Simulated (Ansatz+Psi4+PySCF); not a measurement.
A calculation with PySCF 2.14.0.

```python
from pyscf import gto, scf, mp

# the (T+d) and (D+d) sets load through basis_set_exchange
mol = gto.M(atom="""
Cl -0.537720 -0.961290 0.000000
N 0.000000 0.997040 0.000000
O 1.142660 1.170330 0.000000
""", basis={'Cl': 'cc-pv(t+d)z', 'N': 'cc-pvtz', 'O': 'cc-pvtz'}, charge=0, spin=0)
mf = scf.RHF(mol)
mf.kernel()
pt = mp.MP2(mf, frozen=7).run()
print(mf.e_tot, pt.e_corr, pt.e_tot)
```

The script is written out from the run's settings.

The run gave:

| Property | Result |
| --- | --- |
| Converged | yes |
| Reference energy | -588.76045 hartree |
| Correlation energy | -0.64203 hartree |
| Total energy | -589.40248 hartree |
| Spin squared of the determinant | 0.000 |

Caution: large share of triples, a single reference is doubtful; unrestricted orbitals would lower the determinant.
